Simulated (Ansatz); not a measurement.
# What a trial cell of Na2Ta relaxes into

These are results of Ansatz 0.2.0, DFT PBE, scalar-relativistic, plane waves, PAW, not measurements. Cutoff 420 eV, Γ-centred k mesh, Gaussian smearing, no spin polarisation in the final step.

The start puts Na2Ta on the tetragonal zirconia structure type (P4_2/nmc, No. 137), with Ta in place of Zr, Na in place of O, at a guessed volume.

```
CELL_PARAMETERS angstrom
4.41788 0.00000 0.00000
0.00000 4.41788 0.00000
0.00000 0.00000 6.36005
ATOMIC_POSITIONS crystal
Na 0.00000 0.50000 0.20300
Na 0.00000 0.50000 0.70300
Na 0.50000 0.00000 0.29700
Na 0.50000 0.00000 0.79700
Ta 0.00000 0.00000 0.00000
Ta 0.50000 0.50000 0.50000
```

Cell and atoms relax at zero pressure; the relaxation can't lower the symmetry of the start. After a coarse first stage the cell is made exact in the group found at 0.06 Å.

The zero of energy is the elements' standard structures at the same level; no fitted shifts are applied.

(1) Describe the relaxed structure.

(2) What are its volume, energy, density and gap?

## Answers

(1) It keeps P4_2/nmc (No. 137), but not the shape of the type it started on. Conventional cell: a = 2.786 Å, c = 18.554 Å. Na has 4 Na at 2.79 Å; Ta has 4 Ta at 2.79 Å and 4 Na at 3.30 Å.

Space group P4_2/nmc:1 (No. 137). a = 2.786 Å, b = 2.786 Å, c = 18.554 Å, α = 90.00°, β = 90.00°, γ = 90.00°
```
atom site symmetry x y z
  Na    4d      2mm.  0.0000  0.5000  0.1610
  Ta    2a      -4m2  0.0000  0.0000  0.0000
```

(2) The volume per atom is 24.01 Å³, the density is 5.23 g/cm³ and the energy over the elements is 0.83 eV/atom. The gap on the 14×14×2 mesh is 0 eV (a metal).

The final run used a 14×14×2 mesh on its 6-atom cell and 0.10 eV smearing. The k mesh leaves about 4 meV/atom of noise in metals. Spin–orbit coupling is left out. Symmetry constrained the relaxation, so the result can be a saddle point.

Cost: 4 runs of about 6.6 core-minutes in all, on Intel Xeon Platinum 8488C (Sapphire Rapids) (shared hosts).